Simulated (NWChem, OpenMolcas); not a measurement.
NWChem → OpenMolcas

This NWChem 7.3.0 job computes SiH4 (silane):

a.nw:
```
echo
start a
title "H4Si"
memory 2200 mb
charge 0
geometry units angstrom noautosym nocenter noautoz
  Si       0.000000       0.000000      -0.000100
  H        0.967600      -0.688400       0.890900
  H       -1.331000       0.044900       0.656000
  H       -0.105100      -0.740300      -1.282600
  H        0.468500       1.383800      -0.264200
end
basis spherical bse
  * library 3-21G
end
scf
  thresh 1e-08
  maxiter 80
end
task scf gradient
```

```bash
$ nwchem a.nw > a.out
```

The shape is that of a PBE0-D4/def2-TZVP optimisation.

It gives a total energy of -289.686976 Eh.

Write the same calculation for OpenMolcas 26.06 as an input file of the program's own.

One way, which was run:

mol.inp:
```
>>> EXPORT MOLCAS_PRINT=2

&GATEWAY
 BASLIB = $CurrDir
 COORD
 5
 angstrom
 Si       0.000000       0.000000      -0.000100
 H        0.967600      -0.688400       0.890900
 H       -1.331000       0.044900       0.656000
 H       -0.105100      -0.740300      -1.282600
 H        0.468500       1.383800      -0.264200
 BASIS = 3-21G
 GROUP = NoSym

&SEWARD

&SCF
 THRESHOLDS = 1e-10 1e-07 1e-07 1e-05
 PRORBITALS = 0

&ALASKA
```

```bash
$ export MOLCAS_MEM=1860
$ pymolcas mol.inp > mol.log
```

(Basis files named in the input come from the Basis Set Exchange and aren't shown.)

Its energy is -289.686976 Eh, 0.000 mEh from the first.
